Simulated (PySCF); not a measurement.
Compound: butanal, C4H8O.
SMILES: `CCCC=O`

Torsions of this conformer, `[CH3:1][CH2:2][CH2:3][CH:4]=[O:5]`: C1–C2–C3–C4 180°, C2–C3–C4–O5 0°.

The closed-shell ground state was solved at several levels (PySCF, density fitting, gas phase, non-relativistic). Geometry: PBE0-D3(BJ)/def2-TZVP, one conformer, isolated molecule.

| level | basis functions | total energy (Eh) | HOMO (eV) | LUMO (eV) | gap (eV) | dipole (D) |
| --- | --- | --- | --- | --- | --- | --- |
| CAM-B3LYP/aug-cc-pVTZ | 414 | -232.4276 | -8.90 | 0.18 | 9.08 | 2.77 |
| wB97X-D/aug-cc-pVTZ | 414 | -232.4665 | -9.32 | 0.79 | 10.11 | 2.72 |
| KT3/pcSseg-2 | 292 | -236.1005 | -6.01 | -1.73 | 4.28 | 2.54 |
| PBE0/pcSseg-2 | 292 | -232.2714 | -7.41 | -0.60 | 6.81 | 2.71 |
| wB97X-D/pcSseg-2 | 292 | -232.4726 | -9.32 | 1.30 | 10.62 | 2.75 |
| PBE0/aug-cc-pVTZ | 414 | -232.2667 | -7.41 | -0.64 | 6.77 | 2.70 |

Task: Estimate the row for B97-2/pcSseg-2, a basis of 292 functions; the other rows only guide the guess.

Result: Total energy -232.4645 Eh, HOMO -7.14 eV, LUMO -0.68 eV, gap 6.46 eV, dipole 2.69 D.

Task: Over all these levels, which gives the widest orbital gap and which the narrowest?

Result: wB97X-D/pcSseg-2 (range-separated hybrid) has the widest, 10.62 eV, and KT3/pcSseg-2 (GGA) the narrowest, 4.28 eV. The two share the basis. From the narrowest to the widest the HOMO moves by -3.31 eV and the LUMO by +3.03 eV.

Task: In the pcSseg-2 basis, how does the gap go with the fixed share of exact exchange?

Result: KT3 (0 %) 4.28 eV; B97-2 (21 %) 6.46 eV; PBE0 (25 %) 6.81 eV. Each rise in the share widens the gap here.

Task: How far do the dipole and the HOMO energy spread over the levels?

Result: The dipole runs from 2.54 to 2.77 D (mean 2.70 D) and the HOMO from -9.32 to -6.01 eV.

Note: wB97X-D ran without an empirical dispersion term, which enters the total energy and its gradient alone.
